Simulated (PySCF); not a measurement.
# C5H7F: the cost of one run

The runs use PySCF 2.14.0, with density-fitted response routines of our own; the level of theory stands in each step. All values are computed, except where a source is named. Atoms are numbered from 0 throughout.

**1. The starting structure**

13 atoms, charge 0, multiplicity 1; geometry from: GFN2-xTB. The atoms were then displaced at random by about 0.01 Å, so the start is not that level's minimum.

Bonds of the start (Å): C0–C1 1.29, C1–C2 1.49, C2–C3 1.55, C3–C4 1.29, C3–F5 1.34, C0–H6 1.07, C0–H7 1.11, C1–H8 1.10, C2–H9 1.11, C2–H10 1.08, C4–H11 1.08, C4–H12 1.10.

**2. Optimising the geometry at PBE0-D3(BJ)/def2-SVP**

Job settings and geometry (Å):

```
{"job": {"xc": "PBE0", "basis": "def2-SVP", "d3": "d3bj", "grid": 1, "shake": 0.01, "kind": "geom"}, "charge": 0, "multiplicity": 1}
C     -1.728780     1.131770    -0.372120
C     -0.820770     0.633520     0.394720
C     -0.388890    -0.790220     0.328500
C      1.117570    -0.925630     0.000300
C      1.906730    -0.025180    -0.485830
F      1.539320    -2.178610     0.237310
H     -2.246560     0.570760    -1.126090
H     -2.035600     2.192430    -0.297500
H     -0.321200     1.249950     1.162490
H     -0.536730    -1.269720     1.318680
H     -0.963290    -1.343580    -0.394980
H      2.944540    -0.250760    -0.672650
H      1.539480     0.988390    -0.686890
```

Command:

```console
$ OMP_NUM_THREADS=1 python probes_run.py task.json out
```

The driver reads the jobs from task.json and runs them one after another.

**Question.** How long does this first job take on 1 thread of Arm Neoverse V1, shared host, and how much memory does it need?

About 43 s, with a peak of 0.52 GiB.
